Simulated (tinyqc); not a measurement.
UHF in the sto-3g basis, for LiH+, spin multiplicity 2, step by step (part 3 of 3). Computed by tinyqc, a small Python program that keeps every step (integrals from PySCF). Command: `OMP_NUM_THREADS=1 python tinyqc.py 21120 21121 out.jsonl` (the two numbers bound the seeds that draw the settings). One thread of a shared host (Intel(R) Xeon(R) Processor @ 2.60GHz), about 0.1 s of CPU time with the checks.

Geometry (angstrom):
```
atom        x        y        z
Li    0.00000  0.00000  0.00000
H     0.00000  0.00000  1.75200
```

## Iteration 4: diagonalisation and new density

extrapolated F(alpha) (hartree):
```
           1Li 1s    1Li 2s   1Li 2px   1Li 2py   1Li 2pz     2H 1s
1Li 1s   -2.73774  -0.72969   0.00000   0.00000  -0.00056  -0.15252
1Li 2s   -0.72969  -0.45420   0.00000   0.00000  -0.13129  -0.38353
1Li 2px   0.00000   0.00000  -0.09969   0.00000   0.00000   0.00000
1Li 2py   0.00000   0.00000   0.00000  -0.09969   0.00000   0.00000
1Li 2pz  -0.00056  -0.13129   0.00000   0.00000  -0.27814  -0.46911
2H 1s    -0.15252  -0.38353   0.00000   0.00000  -0.46911  -0.75199
```

extrapolated F(beta) (hartree):
```
           1Li 1s    1Li 2s   1Li 2px   1Li 2py   1Li 2pz     2H 1s
1Li 1s   -2.71223  -0.72609   0.00000   0.00000  -0.00053  -0.15041
1Li 2s   -0.72609  -0.37109   0.00000   0.00000  -0.01885  -0.17215
1Li 2px   0.00000   0.00000  -0.09028   0.00000   0.00000   0.00000
1Li 2py   0.00000   0.00000   0.00000  -0.09028   0.00000   0.00000
1Li 2pz  -0.00053  -0.01885   0.00000   0.00000  -0.11972  -0.16480
2H 1s    -0.15041  -0.17215   0.00000   0.00000  -0.16480  -0.07467
```

X:
```
           1Li 1s    1Li 2s  1Li 2px  1Li 2py   1Li 2pz     2H 1s
1Li 1s    1.02328  -0.13029  0.00000  0.00000  -0.00675   0.01371
1Li 2s   -0.13029   1.09118  0.00000  0.00000   0.09052  -0.23912
1Li 2px   0.00000   0.00000  1.00000  0.00000   0.00000   0.00000
1Li 2py   0.00000   0.00000  0.00000  1.00000   0.00000   0.00000
1Li 2pz  -0.00675   0.09052  0.00000  0.00000   1.11979  -0.31743
2H 1s     0.01371  -0.23912  0.00000  0.00000  -0.31743   1.18634
```

Diagonalise F' = X^T F X, C = X C', fill 2 alpha and 1 beta electrons from the bottom; D(s) = C_occ C_occ^T. Each column has its largest component positive (the first on a tie).

F' = X^T F X (alpha) (hartree):
```
          1         2         3         4         5         6
1  -2.68305  -0.37390   0.00000   0.00000   0.00502  -0.00984
2  -0.37390  -0.24004   0.00000   0.00000  -0.00629  -0.22096
3   0.00000   0.00000  -0.09969   0.00000   0.00000   0.00000
4   0.00000   0.00000   0.00000  -0.09969   0.00000   0.00000
5   0.00502  -0.00629   0.00000   0.00000  -0.09922  -0.30990
6  -0.00984  -0.22096   0.00000   0.00000  -0.30990  -0.56205
```

orbital energies (alpha) (hartree): MO1 -2.73983, MO2 -0.78274, MO3 -0.15442, MO4 -0.09969, MO5 -0.09969, MO6 0.09263

coefficients C (alpha):
```
             MO1       MO2       MO3       MO4      MO5       MO6
1Li 1s   0.99234  -0.09752  -0.24216   0.00000  0.00000  -0.10694
1Li 2s   0.02980   0.17740   0.94174   0.00000  0.00000   0.59480
1Li 2px  0.00000   0.00000   0.00000   0.82056  0.57157   0.00000
1Li 2py  0.00000   0.00000   0.00000  -0.57157  0.82056   0.00000
1Li 2pz  0.00148   0.19640  -0.41977   0.00000  0.00000   1.07151
2H 1s    0.00097   0.82254  -0.18129   0.00000  0.00000  -0.92525
```

F' = X^T F X (beta) (hartree):
```
          1         2         3         4         5         6
1  -2.65631  -0.37941   0.00000   0.00000  -0.00274  -0.02616
2  -0.37941  -0.20279   0.00000   0.00000   0.03972  -0.13943
3   0.00000   0.00000  -0.09028   0.00000   0.00000   0.00000
4   0.00000   0.00000   0.00000  -0.09028   0.00000   0.00000
5  -0.00274   0.03972   0.00000   0.00000  -0.03733  -0.18277
6  -0.02616  -0.13943   0.00000   0.00000  -0.18277   0.07992
```

orbital energies (beta) (hartree): MO1 -2.71442, MO2 -0.22498, MO3 -0.13444, MO4 -0.09028, MO5 -0.09028, MO6 0.25734

coefficients C (beta):
```
              MO1       MO2       MO3       MO4      MO5       MO6
1Li 1s    0.99218  -0.21343   0.16204   0.00000  0.00000   0.09000
1Li 2s    0.03115   0.71546  -0.64949   0.00000  0.00000  -0.58166
1Li 2px   0.00000   0.00000   0.00000   0.71127  0.70292   0.00000
1Li 2py   0.00000   0.00000   0.00000  -0.70292  0.71127   0.00000
1Li 2pz   0.00152   0.31921   0.70682   0.00000  0.00000  -0.87260
2H 1s    -0.00248   0.35817   0.22545   0.00000  0.00000   1.17745
```

D(alpha) after iteration 4:
```
           1Li 1s   1Li 2s  1Li 2px  1Li 2py   1Li 2pz     2H 1s
1Li 1s    0.99424  0.01227  0.00000  0.00000  -0.01768  -0.07925
1Li 2s    0.01227  0.03236  0.00000  0.00000   0.03489   0.14595
1Li 2px   0.00000  0.00000  0.00000  0.00000   0.00000   0.00000
1Li 2py   0.00000  0.00000  0.00000  0.00000   0.00000   0.00000
1Li 2pz  -0.01768  0.03489  0.00000  0.00000   0.03858   0.16155
2H 1s    -0.07925  0.14595  0.00000  0.00000   0.16155   0.67657
```

D(beta) after iteration 4:
```
           1Li 1s    1Li 2s  1Li 2px  1Li 2py  1Li 2pz     2H 1s
1Li 1s    0.98441   0.03091  0.00000  0.00000  0.00151  -0.00246
1Li 2s    0.03091   0.00097  0.00000  0.00000  0.00005  -0.00008
1Li 2px   0.00000   0.00000  0.00000  0.00000  0.00000   0.00000
1Li 2py   0.00000   0.00000  0.00000  0.00000  0.00000   0.00000
1Li 2pz   0.00151   0.00005  0.00000  0.00000  0.00000   0.00000
2H 1s    -0.00246  -0.00008  0.00000  0.00000  0.00000   0.00001
```

Within a degenerate level the vectors are fixed only up to a rotation; this is one choice.

## Iteration 8 (converged): orbitals

converged F(alpha) (hartree):
```
           1Li 1s    1Li 2s   1Li 2px   1Li 2py   1Li 2pz     2H 1s
1Li 1s   -2.72263  -0.72782   0.00000   0.00000  -0.00037  -0.15187
1Li 2s   -0.72782  -0.45228   0.00000   0.00000  -0.13211  -0.38482
1Li 2px   0.00000   0.00000  -0.09820   0.00000   0.00000   0.00000
1Li 2py   0.00000   0.00000   0.00000  -0.09820   0.00000   0.00000
1Li 2pz  -0.00037  -0.13211   0.00000   0.00000  -0.27650  -0.47006
2H 1s    -0.15187  -0.38482   0.00000   0.00000  -0.47006  -0.75635
```

converged F(beta) (hartree):
```
           1Li 1s    1Li 2s   1Li 2px   1Li 2py   1Li 2pz     2H 1s
1Li 1s   -2.71773  -0.72743   0.00000   0.00000  -0.00049  -0.15060
1Li 2s   -0.72743  -0.36859   0.00000   0.00000  -0.01787  -0.16981
1Li 2px   0.00000   0.00000  -0.08886   0.00000   0.00000   0.00000
1Li 2py   0.00000   0.00000   0.00000  -0.08886   0.00000   0.00000
1Li 2pz  -0.00049  -0.01787   0.00000   0.00000  -0.11737  -0.16196
2H 1s    -0.15060  -0.16981   0.00000   0.00000  -0.16196  -0.06779
```

As before.

F' = X^T F X (alpha) (hartree):
```
          1         2         3         4         5         6
1  -2.66768  -0.37425   0.00000   0.00000   0.00514  -0.00919
2  -0.37425  -0.23768   0.00000   0.00000  -0.00654  -0.22192
3   0.00000   0.00000  -0.09820   0.00000   0.00000   0.00000
4   0.00000   0.00000   0.00000  -0.09820   0.00000   0.00000
5   0.00514  -0.00654   0.00000   0.00000  -0.09700  -0.31024
6  -0.00919  -0.22192   0.00000   0.00000  -0.31024  -0.56657
```

orbital energies (alpha) (hartree): MO1 -2.72484, MO2 -0.78634, MO3 -0.15149, MO4 -0.09820, MO5 -0.09820, MO6 0.09374

coefficients C (alpha):
```
             MO1       MO2       MO3       MO4      MO5       MO6
1Li 1s   0.99208  -0.09747  -0.24291   0.00000  0.00000  -0.10763
1Li 2s   0.03077   0.17549   0.94148   0.00000  0.00000   0.59572
1Li 2px  0.00000   0.00000   0.00000   0.77760  0.62876   0.00000
1Li 2py  0.00000   0.00000   0.00000  -0.62876  0.77760   0.00000
1Li 2pz  0.00154   0.19343  -0.42021   0.00000  0.00000   1.07188
2H 1s    0.00080   0.82521  -0.18070   0.00000  0.00000  -0.92298
```

F' = X^T F X (beta) (hartree):
```
          1         2         3         4         5         6
1  -2.66168  -0.38042   0.00000   0.00000  -0.00278  -0.02633
2  -0.38042  -0.20028   0.00000   0.00000   0.04023  -0.13880
3   0.00000   0.00000  -0.08886   0.00000   0.00000   0.00000
4   0.00000   0.00000   0.00000  -0.08886   0.00000   0.00000
5  -0.00278   0.04023   0.00000   0.00000  -0.03563  -0.18204
6  -0.02633  -0.13880   0.00000   0.00000  -0.18204   0.08666
```

orbital energies (beta) (hartree): MO1 -2.71992, MO2 -0.22012, MO3 -0.13241, MO4 -0.08886, MO5 -0.08886, MO6 0.26152

coefficients C (beta):
```
              MO1       MO2       MO3       MO4      MO5       MO6
1Li 1s    0.99220  -0.21519   0.15974   0.00000  0.00000   0.08965
1Li 2s    0.03107   0.72383  -0.64094   0.00000  0.00000  -0.58079
1Li 2px   0.00000   0.00000   0.00000   0.75740  0.65296   0.00000
1Li 2py   0.00000   0.00000   0.00000  -0.65296  0.75740   0.00000
1Li 2pz   0.00151   0.31621   0.71259   0.00000  0.00000  -0.86900
2H 1s    -0.00252   0.35124   0.22492   0.00000  0.00000   1.17964
```

D(alpha) after iteration 8:
```
           1Li 1s   1Li 2s  1Li 2px  1Li 2py   1Li 2pz     2H 1s
1Li 1s    0.99373  0.01343  0.00000  0.00000  -0.01733  -0.07964
1Li 2s    0.01343  0.03174  0.00000  0.00000   0.03399   0.14484
1Li 2px   0.00000  0.00000  0.00000  0.00000   0.00000   0.00000
1Li 2py   0.00000  0.00000  0.00000  0.00000   0.00000   0.00000
1Li 2pz  -0.01733  0.03399  0.00000  0.00000   0.03742   0.15962
2H 1s    -0.07964  0.14484  0.00000  0.00000   0.15962   0.68098
```

D(beta) after iteration 8:
```
           1Li 1s    1Li 2s  1Li 2px  1Li 2py  1Li 2pz     2H 1s
1Li 1s    0.98446   0.03082  0.00000  0.00000  0.00150  -0.00250
1Li 2s    0.03082   0.00097  0.00000  0.00000  0.00005  -0.00008
1Li 2px   0.00000   0.00000  0.00000  0.00000  0.00000   0.00000
1Li 2py   0.00000   0.00000  0.00000  0.00000  0.00000   0.00000
1Li 2pz   0.00150   0.00005  0.00000  0.00000  0.00000   0.00000
2H 1s    -0.00250  -0.00008  0.00000  0.00000  0.00000   0.00001
```

Within a degenerate level the vectors are fixed only up to a rotation; this is one choice.

## Convergence

Stop when the energy changes by less than 1e-08 hartree and every element of the error matrix X^T (F D S - S D F) X (for each spin) is below 3e-05.

Course of the cycle:
```
iteration  E (hartree)     change  largest element of the error matrix
1           -6.3090422          -                             7.47e-02
2           -7.6004402  -1.29e+00                             7.50e-02
3           -7.6137591  -1.33e-02                             4.27e-02
4           -7.6196925  -5.93e-03                             4.78e-03
5           -7.6197598  -6.72e-05                             1.82e-03
6           -7.6197660  -6.21e-06                             5.52e-05
7           -7.6197660  -1.00e-08                             2.64e-06
8           -7.6197660  -4.93e-12                             2.98e-07
```

PySCF UHF in the same basis, after a stability check = -7.6197660 hartree

Converged in 8 iterations.

## Populations, bond orders and dipole

overlap S:
```
          1Li 1s   1Li 2s  1Li 2px  1Li 2py  1Li 2pz    2H 1s
1Li 1s   1.00000  0.24114  0.00000  0.00000  0.00000  0.04796
1Li 2s   0.24114  1.00000  0.00000  0.00000  0.00000  0.35757
1Li 2px  0.00000  0.00000  1.00000  0.00000  0.00000  0.00000
1Li 2py  0.00000  0.00000  0.00000  1.00000  0.00000  0.00000
1Li 2pz  0.00000  0.00000  0.00000  0.00000  1.00000  0.48148
2H 1s    0.04796  0.35757  0.00000  0.00000  0.48148  1.00000
```

Mulliken: Z minus the diagonal of D S on the atom; Loewdin: the same with S^(1/2) D S^(1/2); Mayer order: 2 sum_s sum (D(s) S)_ij (D(s) S)_ji over the two atoms.

Charges (e):
```
atom  Mulliken  Loewdin  Mulliken spin
1Li    0.80566  0.74669        0.19405
2H     0.19434  0.25331        0.80595
```

Mayer bond orders:
```
pair    order
2-1   0.31268
```

dipole moment about the origin, x y z (debye): 0.00000  0.00000  0.55345

<S^2> of the determinant (pure state: 0.75) = 0.75000
